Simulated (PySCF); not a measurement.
# Computed NMR parameters against published values

Atoms are numbered as in `[OH:1][CH:2]1[CH2:3][CH2:4]1`. Each H is labelled by its parent atom. Ha(C3), Ha(C4) are cis to O1 on the ring; Hb(C3), Hb(C4) are trans to O1 on the ring.

The experiment to reproduce: δ 13C C2 45.7; C3/C4 6.8; δ 1H H(C2) 3.35 ppm (measured; solution, not stated per compound (mostly CDCl3 or CCl4); Pretsch, Buehlmann, Badertscher, Structure Determination of Organic Compounds, 4th ed. (2009)). Coupling constants: 3J(H(C2),Hb(C3)) (cis) 6.2 Hz, 3J(H(C2),Ha(C3)) (trans) 2.9 Hz, 2J(Hb(C3),Ha(C3)) -5.4 Hz.

Relativity neglected, a single conformation, isolated molecule, rapidly exchanging positions averaged. Geometry: PBE0-D3(BJ)/def2-SVP; shieldings: GIAO PBE0/pcSseg-1; spin–spin couplings from B3LYP/pcJ-1 (without the spin–dipole term); PySCF.

(1) What does the calculation give, and how does it compare?

(2) How far are the unscaled 13C shifts from the references?

## Answers

(1) 
Reference values: measured (solution, not stated per compound (mostly CDCl3 or CCl4); Pretsch, Buehlmann, Badertscher, Structure Determination of Organic Compounds, 4th ed. (2009)).
```tsv
atoms	quantity	reference	computed	computed, scaled
C2	δ 13C	45.7	46.9	44.8
C3/C4	δ 13C	6.8	9.4	8.4
H(C2)	δ 1H	3.35	3.24	3.29
```

Computed shifts are σ(ref) − σ with the named reference compound (TMS for H and C) calculated as an isolated molecule at the same level. The measured values may be among those fitted. Scaled to experiment by linear calibration (H and C: mostly CDCl3 data, vs TMS): 13C: δ = 178.46 − 0.972σ (rms 2.0 ppm, 209 shifts, 2.2 ppm with the 3 outliers that the fit left out); 1H: δ = 29.85 − 0.948σ (rms 0.21 ppm, 133 shifts). A few per cent of atoms miss by over 2 rms, more outside the fitted compound classes. Hydrogens on heteroatoms aren't scaled, only referred to computed TMS.

Coupling constants in Hz:
```tsv
coupling	reference	computed	source
3J(H(C2),Hb(C3)) cis	6.2	6.8	measured; solution (compiled); Pretsch, Buehlmann, Badertscher, Structure Determination of Organic Compounds, 4th ed., Springer 2009
3J(H(C2),Ha(C3)) trans	2.9	3.1	measured; solution (compiled); Pretsch, Buehlmann, Badertscher, Structure Determination of Organic Compounds, 4th ed., Springer 2009
2J(Hb(C3),Ha(C3))	-5.4	-5.7	measured; solution (compiled); Pretsch, Buehlmann, Badertscher, Structure Determination of Organic Compounds, 4th ed., Springer 2009
```

(2) Mean signed difference +1.90 ppm, mean absolute 1.90 ppm over 2 comparisons; the largest is +2.6 ppm at C3/C4 (three-membered-ring carbon).

6 of the 11 published NMR values on file for this molecule are compared.

Unscaled 3J(H,H) at this level run about 9 % above measured values.
